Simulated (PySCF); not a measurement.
# NH3: PBE0 against wB97X

Base calculation in PySCF with density fitting and no spin–orbit coupling, PBE0/def2-TZVP (no relativity): singlet, C3v, N–H 1.013 Å (×3); H–N–H 107.1° (×3); wavenumbers 1031, 1670 (×2), 3503, 3633 (×2) cm⁻¹; dipole moment 1.69 D, gap between the highest occupied and lowest empty levels 8.63 eV, polar-tensor charge of N -0.47 e, atomisation energy (no zero-point energy) 1224 kJ/mol.

Task: What changes on going to wB97X/def2-TZVP (no relativity)?

Result: The point group stays the same. Changes: mean bond to N -0.002 Å, smallest bond angle +0.5 degrees, highest wavenumber +27 cm⁻¹, lowest wavenumber -20 cm⁻¹, dipole moment +0.01 D, gap between the highest occupied and lowest empty levels +4.69 eV, polar-tensor charge of N -0.02 e, atomisation energy (no zero-point energy) +6 kJ/mol. The new structure has N–H 1.011 Å (×3); H–N–H 107.6° (×3), with wavenumbers 1011, 1672 (×2), 3531, 3660 (×2) cm⁻¹.

Each species is the lowest minimum found with this bonding; other isomers or fragments can lie lower.
